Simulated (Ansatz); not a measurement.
A nudged elastic band was laid between two geometries of AlBH5Si (8 atoms, charge 0, multiplicity 2).

Computed with UKS BHLYP-D4/def2-SVP in Ansatz.

| Property | Result |
| --- | --- |
| movable images | 5 |
| climbing image | yes |
| spring | 5.0 eV/Å² |
| optimiser | quadratic models (default) |
| start path | through a guess of the saddle point |
| force threshold | 0.05 eV/Å |
| iteration limit | 60 |
| end points | relaxed |

First end point:

```xyz
8
Properties=species:S:1:pos:R:3
B -1.891 0.632 -1.339
Al -0.007 0.908 -0.632
Si 0.870 -0.762 0.939
H -2.999 0.438 -1.728
H 0.820 2.166 -1.103
H 1.192 -0.143 2.253
H 2.120 -1.381 0.423
H -0.104 -1.857 1.187
```

Last end point:

```xyz
8
Properties=species:S:1:pos:R:3
B -1.322 1.442 -1.498
Al -0.047 0.073 -0.715
Si 1.025 -1.091 1.159
H -2.452 1.131 -1.763
H -0.922 2.517 -1.855
H 1.195 -0.212 2.344
H 2.357 -1.621 0.779
H 0.165 -2.239 1.548
```

(1) Which bonds break or form, and what moves?

(2) What energy profile does the band end with?

(3) What is the geometry of the highest image?

(4) What are the harmonic wavenumbers there?

## Answers

(1) Bonds broken: Al2–H5. Bonds formed: B1–H5.

(2) The run converged. The highest image is number 3 of 0 to 6, 0.43 eV above the first end and 1.11 eV above the last; the last end lies 0.69 eV below the first. A vibrational analysis at the climbing image gives one clearly imaginary mode, 518i cm⁻¹: a first-order saddle point.

```json
{"image": "0", "path coordinate (Å)": "0.00", "energy (eV)": "0.00", "Al2–H5 (Å)": "1.58", "B1–H5 (Å)": "3.12"}
{"image": "1", "path coordinate (Å)": "0.76", "energy (eV)": "0.03", "Al2–H5 (Å)": "1.58", "B1–H5 (Å)": "3.02"}
{"image": "2", "path coordinate (Å)": "1.53", "energy (eV)": "0.19", "Al2–H5 (Å)": "1.59", "B1–H5 (Å)": "2.69"}
{"image": "3", "path coordinate (Å)": "2.29", "energy (eV)": "0.43", "Al2–H5 (Å)": "1.64", "B1–H5 (Å)": "2.04"}
{"image": "4", "path coordinate (Å)": "3.17", "energy (eV)": "-0.49", "Al2–H5 (Å)": "2.25", "B1–H5 (Å)": "1.24"}
{"image": "5", "path coordinate (Å)": "4.04", "energy (eV)": "-0.68", "Al2–H5 (Å)": "2.74", "B1–H5 (Å)": "1.20"}
{"image": "6", "path coordinate (Å)": "4.92", "energy (eV)": "-0.69", "Al2–H5 (Å)": "2.84", "B1–H5 (Å)": "1.20"}
```

(3) 
```xyz
8
Properties=species:S:1:pos:R:3
B -1.960 0.923 -1.387
Al -0.383 0.352 -0.418
Si 1.035 -0.900 1.105
H -2.657 1.526 -2.139
H -0.037 1.588 -1.445
H 1.192 -0.160 2.381
H 2.376 -1.105 0.508
H 0.433 -2.224 1.395
```

(4) 518i, 36, 155, 175, 376, 417, 493, 523, 719, 836, 909, 977, 978, 1753, 2281, 2286, 2288, 2787 cm⁻¹.

Run time: 99 s on 2 threads of Intel(R) Xeon(R) Platinum 8488C (Sapphire Rapids) (shared host), peak memory 0.21 GiB.
